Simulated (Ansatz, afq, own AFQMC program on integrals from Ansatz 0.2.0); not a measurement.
Where AFQMC and coupled cluster stand for Si₂H₂, singlet

```xyz
4

Si    0.0000    0.0000    1.0300
Si    0.0000    0.0000   -1.1633
H     0.0000    1.2361    1.8580
H     0.0000   -1.2361    1.8580
```

Connectivity, by distances: SiH2–Si.

Basis cc-pVDZ. Noble-gas cores (and the filled d shells of Ga–Kr and In–Xe) are frozen. AFQMC by an in-house program on the Cholesky factors that Ansatz 0.2.0 writes for its CCSD(T) run. The CISD trial takes its coefficients from CCSD amplitudes. Released means that phaseless walkers are propagated on without the constraint, phases kept. Uncertainties: one standard error, sampling alone.

Determinant: UHF, the one that the program's search chose, which needn't be the lowest solution. The geometry is a PBE0/def2-TZVP stationary point of this or a neighbouring charge and spin state.

No full CI on the walks' own integrals is used here; CCSDT(Q) serves as the reference and is uncertain by about the last step of the cluster series.

Cautions: higher spins were not checked; an unrestricted solution with more broken spin lies lower (145 meV, ⟨S²⟩ 0.74), while this determinant keeps restricted orbitals.

The T1 diagnostic is 0.0198, the weight of the determinant in the CISD state is 0.837 and the ⟨S²⟩ of the determinant is 0.000. The size of the correlated space is 10 electrons in 36 orbitals.

Reference: CCSDT(Q), correlation energy -6.052 eV. The released energy is read at 2.40 1/Eh (meV from the phaseless value at times in 1/Eh: -2 ± 14 at 0.24, -3 ± 13 at 0.51, -14 ± 13 at 0.99, -24 ± 16 at 1.62, -24 ± 17 at 2.40).

| level | E − E(reference) (kcal/mol) | share of correlation (%) |
| --- | --- | --- |
| HF | 139.57 | 0.00 |
| MP2 | 32.21 | 76.92 |
| CCSD | 6.87 | 95.08 |
| CCSD(T) | 1.34 | 99.04 |
| CCSDT | 0.44 | 99.69 |
| ph-AFQMC/HF | 0.81 ± 1.49 | 99.42 |
| ph-AFQMC/CISD | 0.12 ± 0.40 | 99.92 |
| released AFQMC | -0.44 ± 0.40 | 100.32 |

A walk keeps the symmetry of its determinant, which the program's search chose and which needn't be the lowest solution, so a lower state of the same spin and another symmetry isn't excluded. Released energies are given only where the last usable release times agree within the noise; a slower fall can still hide under it.
